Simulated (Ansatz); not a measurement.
A calculation with Ansatz (development build ahead of 0.2.0).

```yaml
crystal:
  periodic: [false, false, false]
  atoms:
    - { symbol: C, position_ang: [0.0, 0.0, 0.0] }
    - { symbol: P, position_ang: [0.0, 0.0, 1.56] }
basis:
  gaussian: { orbitals: pcseg-2 }
magnetization:
  initial_magnetization: 1
hamiltonian:
  xc: hf
```

The input is written out in the form of the current development build from the run's settings.

Output:

| Property | Result |
| --- | --- |
| Converged | yes |
| Total energy | -378.46867 hartree |
| Spin squared of the determinant | 0.750 |
| Stability test | minimum among restricted orbitals |

Caution: in another basis set an unrestricted determinant lies well below.
